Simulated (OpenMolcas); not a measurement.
# One shape, several levels: [CHO2]− (formate(1-))

Aim: a comparison of 6 runs (MP2/pcseg-0, MP2/pcseg-1, MP2/aug-pcseg-1, MP2/pcseg-2, RI-MP2/aug-pcseg-2, RI-MP2/pcseg-3) of [CHO2]− (formate(1-)). 

The calculation is run with OpenMolcas 26.06.

## (1) The structure to begin with

[CHO2]− has 4 atoms, charge -1, and is taken as a singlet. As SMILES, `O=C[O-]`. The shape is that of a PBE0-D4/def2-TZVPD optimisation.

Bond lengths: O1–C2 1.246 Å, C2–O3 1.246 Å, C2–H4 1.139 Å. Angles: O1–C2–O3 130.4°, O1–C2–H4 114.8°, O3–C2–H4 114.8°.

## (2) The energy at MP2/pcseg-0 (run 1)

job.input reads:

```
&gateway
baslib=$CurrDir
coord
4
bohr
O     -2.23701999     0.04004330     0.79049134
C     -0.01608157    -0.03898505     0.01470207
O      1.49424424    -1.84000743    -0.11109700
H      0.75885732     1.83894918    -0.69409641
basis=pcseg-0
group=NoSym
&seward
&scf
charge=-1
prorbitals=0
&mbpt2
frozen=3
```

The basis set pcseg-0 is read from a file made from the Basis Set Exchange's data (not shown).

Started as:

```bash
$ export MOLCAS_MEM=1860
$ pymolcas job.input > job.log
```

What it wrote:

```text
--- Start Module: gateway ---
[...]
--- Stop Module: gateway /rc=_RC_ALL_IS_WELL_ ---
[...]
      Basis functions           29
[...]
--- Start Module: scf ---
[...]
       Convergence after  12 Iterations
[...]
::    Total SCF energy                               -187.6035216926
[...]
      Total spin, S                                     0.0000000000
[...]
      Total electronic charge=   24.000000
      Total            charge=   -1.000000
[...]
      Dipole Moment (debye):
      Origin of the operator (angstrom)=   -0.1330   -0.3223    0.1216
                   X=  5.7845E-01               Y=  1.4016E+00               Z= -5.2908E-01           Total=  1.6060E+00
      Center of Charge (angstrom)
[...]
--- Stop Module: scf /rc=_RC_ALL_IS_WELL_ ---
--- Start Module: mbpt2 ---
[...]
WARNING!
Default frozen orbitals as non valence orbitals is overwritten by user input.
Default values:   3
[...]
       Reference weight ( Cref**2 )         =        0.90108
::    Total MBPT2 energy                             -187.9444767401
[...]
      Total MBPT2 calculations                           0.03      0.04
--- Stop Module: mbpt2 /rc=_RC_ALL_IS_WELL_ ---
[...]
```

It took 1.7 s on 1 thread of Arm Neoverse V1, shared host; peak memory 0.37 GiB.

## (3) The energy at MP2/pcseg-1 (run 2)

job.input reads:

```
* CHO2 MP2

&GATEWAY
  BasLib=$CurrDir
  Coord
  4
  bohr
  O     -2.23701999     0.04004330     0.79049134
  C     -0.01608157    -0.03898505     0.01470207
  O      1.49424424    -1.84000743    -0.11109700
  H      0.75885732     1.83894918    -0.69409641
  Basis=pcseg-1
  Group=NoSym

&SEWARD

&SCF
  Charge=-1
  PrOrbitals=0

&MBPT2
  Frozen=3
```

The basis set pcseg-1 is read from a file made from the Basis Set Exchange's data (not shown).

Started as:

```bash
$ export MOLCAS_MEM=1860
$ pymolcas job.input > job.log
```

What it wrote:

```text
--- Start Module: gateway ---
[...]
--- Stop Module: gateway /rc=_RC_ALL_IS_WELL_ ---
[...]
      Basis functions           47
[...]
--- Start Module: scf ---
[...]
       Convergence after  13 Iterations
[...]
::    Total SCF energy                               -188.1462704722
[...]
      Total spin, S                                     0.0000000000
[...]
      Total electronic charge=   24.000000
      Total            charge=   -1.000000
[...]
      Dipole Moment (debye):
      Origin of the operator (angstrom)=   -0.1330   -0.3223    0.1216
                   X=  5.7638E-01               Y=  1.3966E+00               Z= -5.2718E-01           Total=  1.6002E+00
      Center of Charge (angstrom)
[...]
--- Stop Module: scf /rc=_RC_ALL_IS_WELL_ ---
--- Start Module: mbpt2 ---
[...]
WARNING!
Default frozen orbitals as non valence orbitals is overwritten by user input.
Default values:   3
[...]
       Reference weight ( Cref**2 )         =        0.87164
::    Total MBPT2 energy                             -188.6490611861
[...]
      Total MBPT2 calculations                           0.06      0.06
--- Stop Module: mbpt2 /rc=_RC_ALL_IS_WELL_ ---
[...]
```

It took 2.1 s on 1 thread of Arm Neoverse V1, shared host; peak memory 0.38 GiB.

## (4) The energy at MP2/aug-pcseg-1 (run 3)

job.inp reads:

```
&GATEWAY
 BasLib=$CurrDir
 Coord
 4
 bohr
 O     -2.23701999     0.04004330     0.79049134
 C     -0.01608157    -0.03898505     0.01470207
 O      1.49424424    -1.84000743    -0.11109700
 H      0.75885732     1.83894918    -0.69409641
 Basis=aug-pcseg-1
 Group=NoSym

&SEWARD

&SCF
 Charge=-1
 PrOrbitals=0

&MBPT2
 Frozen=3
```

The basis set aug-pcseg-1 is read from a file made from the Basis Set Exchange's data (not shown).

Started as:

```bash
$ export MOLCAS_MEM=1860
$ pymolcas job.inp > job.log
```

What it wrote:

```text
--- Start Module: gateway ---
[...]
--- Stop Module: gateway /rc=_RC_ALL_IS_WELL_ ---
[...]
      Basis functions           78
[...]
--- Start Module: scf ---
[...]
       Convergence after  14 Iterations
[...]
::    Total SCF energy                               -188.1660662665
[...]
      Total spin, S                                     0.0000000000
[...]
      Total electronic charge=   24.000000
      Total            charge=   -1.000000
[...]
      Dipole Moment (debye):
      Origin of the operator (angstrom)=   -0.1330   -0.3223    0.1216
                   X=  5.7908E-01               Y=  1.4031E+00               Z= -5.2965E-01           Total=  1.6077E+00
      Center of Charge (angstrom)
[...]
--- Stop Module: scf /rc=_RC_ALL_IS_WELL_ ---
[...]
--- Start Module: mbpt2 ---
[...]
WARNING!
Default frozen orbitals as non valence orbitals is overwritten by user input.
Default values:   3
[...]
       Reference weight ( Cref**2 )         =        0.85934
::    Total MBPT2 energy                             -188.6966751186
[...]
      Total MBPT2 calculations                           0.14      0.19
--- Stop Module: mbpt2 /rc=_RC_ALL_IS_WELL_ ---
[...]
```

Wall time 4.8 s (1 thread of Arm Neoverse V1, shared host); peak memory 0.44 GiB.

Runs 4 to 5 aren't shown in full; the table further down has their settings and results.

## (5) A single-point energy at RI-MP2/pcseg-3 (RICD fitting) (run 6)

job.input reads:

```
* CHO2 RI-MP2

&GATEWAY
  BasLib
  $CurrDir
  Coord
  4
  bohr
  O     -2.23701999     0.04004330     0.79049134
  C     -0.01608157    -0.03898505     0.01470207
  O      1.49424424    -1.84000743    -0.11109700
  H      0.75885732     1.83894918    -0.69409641
  Basis
  pcseg-3
  Group
  NoSym
  RICD

&SEWARD

&SCF
  Charge
  -1
  PrOrbitals
  0

&MBPT2
  Frozen
  3
```

The basis set pcseg-3 is read from a file made from the Basis Set Exchange's data (not shown).

Started as:

```bash
$ export MOLCAS_MEM=1860
$ pymolcas job.input > job.log
```

What it wrote:

```text
--- Start Module: gateway ---
[...]
--- Stop Module: gateway /rc=_RC_ALL_IS_WELL_ ---
[...]
      Basis functions          213
[...]
--- Start Module: scf ---
[...]
       Convergence after  14 Iterations
[...]
::    Total SCF energy                               -188.2867308544
[...]
      Total spin, S                                     0.0000000000
[...]
      Total electronic charge=   24.000000
      Total            charge=   -1.000000
[...]
      Dipole Moment (debye):
      Origin of the operator (angstrom)=   -0.1330   -0.3223    0.1216
                   X=  5.8571E-01               Y=  1.4192E+00               Z= -5.3571E-01           Total=  1.6261E+00
      Center of Charge (angstrom)
[...]
--- Stop Module: scf /rc=_RC_ALL_IS_WELL_ ---
[...]
--- Start Module: mbpt2 ---
[...]
WARNING!
Default frozen orbitals as non valence orbitals is overwritten by user input.
Default values:   3
[...]
       Reference weight ( Cref**2 )         =        0.84853
::    Total MBPT2 energy                             -188.9703635724
[...]
--- Stop Module: mbpt2 /rc=_RC_ALL_IS_WELL_ ---
[...]
```

Run time: 49 s. Hardware: 1 thread of Arm Neoverse V1, shared host; peak memory 0.35 GiB.

## (6) The series

```tsv
run	level	integral approximation	energy (Eh)	HOMO energy (eV)	LUMO energy (eV)	HOMO–LUMO gap (eV)	wall time
1	MP2/pcseg-0	none	-187.944477	-4.08	12.33	16.41	1.7 s
2	MP2/pcseg-1	none	-188.649061	-4.70	10.57	15.28	2.1 s
3	MP2/aug-pcseg-1	none	-188.696675	-5.12	4.06	9.17	4.8 s
4	MP2/pcseg-2	none	-188.897034	-5.02	7.91	12.94	11 s
5	RI-MP2/aug-pcseg-2 (RICD fitting)	RICD	-188.908213	-5.10	3.54	8.64	21 s
6	RI-MP2/pcseg-3 (RICD fitting)	RICD	-188.970364	-5.09	6.45	11.53	49 s
```

## (7) Outcome

| quantity | value |
| --- | --- |
| run 6: total energy | -188.97036 Eh |
| run 6: HOMO energy (Hartree–Fock orbitals) | -5.09 eV |
| run 6: LUMO energy (Hartree–Fock orbitals) | 6.45 eV |
| run 6: HOMO–LUMO gap (to an unbound level, set by the basis) | 11.53 eV |
| run 6: correlation energy (3 core orbitals frozen) | -683.6 mEh |

All runs together took 90 s, the longest 49 s.
